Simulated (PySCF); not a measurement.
Species: C₄H₄F₂.
Numbering: `[F:1][C:2]1=[C:3]([F:4])[CH2:5][CH2:6]1` (hydrogens: H7, H8 on C5; H9, H10 on C6)

Computed by this run: PBE0-D3(BJ)/def2-SVP geometry optimisation, gas phase in PySCF 2.14.0; density fitting, grid level 1; the optimiser is geomeTRIC in internal coordinates, started from a GFN2-xTB structure with every atom displaced at random (about 0.01 Å).

Step 1: E = -9627.8154 eV
```
atom  x, y, z in Å  |  force x, y, z in eV/Å
F1      0.2691    2.3889   -0.2740   -0.006  -0.021  -0.058
C2      0.2246    1.0843   -0.1052   -0.016  -0.022   0.248
C3      1.0752    0.0698   -0.2950   -0.284   0.195  -0.575
F4      2.2156   -0.0483   -0.9426    0.313  -0.078   0.395
C5      0.0943   -0.9821    0.1208    0.037  -0.072  -0.330
C6     -0.9151    0.1989    0.3031   -0.015   0.011  -0.159
H7      0.3169   -1.5607    1.0299    0.039   0.049   0.033
H8     -0.1549   -1.6692   -0.7058   -0.150  -0.057   0.134
H9     -1.7190    0.1747   -0.4598    0.073  -0.023   0.238
H10    -1.3508    0.3253    1.3042    0.007   0.018   0.075
```

Step 2: E = -9627.8750 eV
```
atom  x, y, z in Å  |  force x, y, z in eV/Å
F1      0.2517    2.3913   -0.2909   -0.028   0.040   0.017
C2      0.2094    1.0858   -0.1305    0.259   0.085   0.049
C3      1.0730    0.0819   -0.3257   -0.297  -0.347  -0.257
F4      2.2721   -0.0713   -0.8519   -0.008   0.227   0.233
C5      0.0894   -0.9760    0.0834    0.101  -0.016   0.081
C6     -0.9161    0.1981    0.3039   -0.035  -0.006  -0.285
H7      0.3256   -1.5378    0.9999    0.062  -0.030   0.002
H8     -0.1863   -1.6800   -0.7190   -0.077   0.019   0.046
H9     -1.7497    0.1693   -0.4172   -0.063   0.022   0.093
H10    -1.3134    0.3204    1.3235    0.086   0.005   0.019
```

**Question.** Estimate the geometry and energy of step 3. (The exact step hangs on the optimiser's Hessian estimate; all steps are aligned on step 2, rigid shifts and turns removed.)

**Answer.** E = -9627.9009 eV, largest force 0.280 eV/Å
```
atom  x, y, z in Å  |  force x, y, z in eV/Å
F1      0.2504    2.3933   -0.2943    0.080  -0.073   0.004
C2      0.2102    1.0838   -0.1623   -0.142  -0.111   0.115
C3      1.0572    0.0680   -0.3544    0.084   0.125  -0.126
F4      2.3037   -0.0261   -0.7650    0.051  -0.077  -0.022
C5      0.0797   -0.9911    0.0582    0.071   0.134   0.235
C6     -0.9110    0.1971    0.2868   -0.123  -0.002  -0.112
H7      0.3378   -1.5341    0.9818    0.003  -0.028  -0.027
H8     -0.2326   -1.7110   -0.7140    0.023   0.042  -0.051
H9     -1.7804    0.1756   -0.3853   -0.113   0.002  -0.031
H10    -1.2593    0.3261    1.3239    0.066  -0.011   0.015
```

The energy changes by -0.0259 eV. The first-order estimate −F·Δx gives -0.0613 eV and the mean of the old and new forces, exact on a quadratic surface, -0.0254 eV. The step makes an angle of 58° with the force vector and moves no atom by more than 0.103 Å.

The cost below is that of the whole optimisation. The run took 22 s on one thread, Arm Neoverse V2 (aarch64), no GPU, shared host, and the process peaked at 0.43 GiB of memory.
